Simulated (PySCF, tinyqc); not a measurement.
Inside a calculation. Method: CID on RHF in the sto-3g basis, frozen core, for BH, spin multiplicity 1. The lowest restricted solution is unstable here: a spin-polarised one lies 0.0997 hartree lower (PySCF). One step of it, computed by the program tinyqc.

Question. Iteration 1: building the Fock matrix. J_ij = sum D_kl (ij|kl), K_ij = sum D_kl (ik|jl); F = H + J - 0.5 K; E = tr D H + tr D J / 2 - 0.25 tr D K + E_nn.

D at the start, lower triangle:
```
,1B 1s,1B 2s,1B 2px,1B 2py,1B 2pz,2H 1s
1B 1s,2.156893
1B 2s,-0.582687,2.163929
1B 2px,0.000000,0.000000,0.000000
1B 2py,0.000000,0.000000,0.000000,0.000000
1B 2pz,-0.002647,0.010566,0.000000,0.000000,2.014780
2H 1s,0.015550,-0.053520,0.000000,0.000000,-0.081123,0.004570
```

core Hamiltonian H = T + V (hartree), lower triangle:
```
,1B 1s,1B 2s,1B 2px,1B 2py,1B 2pz,2H 1s
1B 1s,-12.537873
1B 2s,-3.245716,-3.629236
1B 2px,0.000000,0.000000,-2.827536
1B 2py,0.000000,0.000000,0.000000,-2.827536
1B 2pz,-0.004416,-0.045161,0.000000,0.000000,-2.847875
2H 1s,-0.042501,-0.211179,0.000000,0.000000,-0.267165,-1.550485
```

Two-electron integrals (ij|kl) in chemists' order, unique and non-zero (hartree):
```
i,j,k,l,(ij|kl)
1,1,1,1,2.923513
2,1,1,1,0.518376
2,1,2,1,0.109262
2,2,1,1,0.744229
2,2,2,1,0.193177
2,2,2,2,0.544804
3,1,3,1,0.020264
3,2,3,1,0.029996
3,2,3,2,0.120346
3,3,1,1,0.742491
3,3,2,1,0.193240
3,3,2,2,0.544682
3,3,3,3,0.586773
4,1,4,1,0.020264
4,2,4,1,0.029996
4,2,4,2,0.120346
4,3,4,3,0.031630
4,4,1,1,0.742491
4,4,2,1,0.193240
4,4,2,2,0.544682
4,4,3,3,0.523513
4,4,4,4,0.586773
5,1,5,1,0.020264
5,2,5,1,0.029996
5,2,5,2,0.120346
5,3,5,3,0.031630
5,4,5,4,0.031630
5,5,1,1,0.742491
5,5,2,1,0.193240
5,5,2,2,0.544682
5,5,3,3,0.523513
5,5,4,4,0.523513
5,5,5,5,0.586773
6,1,1,1,0.006510
6,1,2,1,0.001376
6,1,2,2,0.002470
6,1,3,3,0.002456
6,1,4,4,0.002456
6,1,5,1,0.000124
6,1,5,2,0.000230
6,1,5,5,0.002498
6,1,6,1,0.000018
6,2,1,1,0.031751
6,2,2,1,0.008461
6,2,2,2,0.028501
6,2,3,3,0.027597
6,2,4,4,0.027597
6,2,5,1,0.000919
6,2,5,2,0.006775
6,2,5,5,0.030276
6,2,6,1,0.000117
6,2,6,2,0.002973
6,3,3,1,0.000561
6,3,3,2,0.003142
6,3,5,3,0.001102
6,3,6,3,0.000218
6,4,4,1,0.000561
6,4,4,2,0.003142
6,4,5,4,0.001102
6,4,6,4,0.000218
6,5,1,1,0.039840
6,5,2,1,0.010689
6,5,2,2,0.037288
6,5,3,3,0.035685
6,5,4,4,0.035685
6,5,5,1,0.001432
6,5,5,2,0.010375
6,5,5,5,0.040452
6,5,6,1,0.000150
6,5,6,2,0.004373
6,5,6,5,0.006542
6,6,1,1,0.216779
6,6,2,1,0.058383
6,6,2,2,0.216505
6,6,3,3,0.209925
6,6,4,4,0.209925
6,6,5,1,0.004413
6,6,5,2,0.044720
6,6,5,5,0.229566
6,6,6,1,0.000792
6,6,6,2,0.034082
6,6,6,5,0.054347
6,6,6,6,0.774606
```

nuclear repulsion = 1.08393529 hartree

Give: Coulomb J; exchange K; Fock matrix F; total energy of this density.

Answer.

Coulomb J (hartree), lower triangle:
```
,1B 1s,1B 2s,1B 2px,1B 2py,1B 2pz,2H 1s
1B 1s,8.7993
1B 2s,1.7958,3.6484
1B 2px,0.0000,0.0000,3.6020
1B 2py,0.0000,0.0000,0.0000,3.6020
1B 2pz,0.0002,0.0002,0.0000,0.0000,3.7285
2H 1s,0.0228,0.1806,0.0000,0.0000,0.2346,1.3226
```

exchange K (hartree), lower triangle:
```
,1B 1s,1B 2s,1B 2px,1B 2py,1B 2pz,2H 1s
1B 1s,5.9789
1B 2s,1.0991,1.4281
1B 2px,0.0000,0.0000,0.3324
1B 2py,0.0000,0.0000,0.0000,0.3324
1B 2pz,0.0001,0.0010,0.0000,0.0000,1.4438
2H 1s,0.0158,0.0650,0.0000,0.0000,0.0747,0.0107
```

Fock matrix F (hartree), lower triangle:
```
,1B 1s,1B 2s,1B 2px,1B 2py,1B 2pz,2H 1s
1B 1s,-6.7280
1B 2s,-1.9995,-0.6949
1B 2px,0.0000,0.0000,0.6083
1B 2py,0.0000,0.0000,0.0000,0.6083
1B 2pz,-0.0042,-0.0455,0.0000,0.0000,0.1587
2H 1s,-0.0276,-0.0631,0.0000,0.0000,-0.0699,-0.2333
```

total energy of this density = -23.988600 hartree
